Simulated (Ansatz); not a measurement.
# Li2 (lithium dimer): the vertical ionisation energy from total energies

The species is Li2 (2 atoms), meant as a singlet with charge 0. As SMILES, `[Li][Li]`. Geometry: the measured bond length.

```xyz
2

Li    0.0000    0.0000    0.0000
Li    0.0000    0.0000    2.6729
```

Both states at this one shape; open shells run unrestricted unless said. 1 Eh = 27.2114 eV.

```tsv
level	program	singlet Li2 (Eh)	doublet [Li2]+ (Eh)
revPBE/aug-cc-pVTZ	Ansatz	-15.002732	-14.809495
B2PLYP/def2-SVP	Ansatz	-14.956530	-14.767919
```

Question: Work out the vertical ionisation energy at each level.

Answer: 
1. revPBE/aug-cc-pVTZ: -14.809495 − (-15.002732) = 0.193237 Eh = 5.26 eV.
2. B2PLYP/def2-SVP: -14.767919 − (-14.956530) = 0.188611 Eh = 5.13 eV.

No measured value is set beside it here; the levels span 5.13 to 5.26 eV.
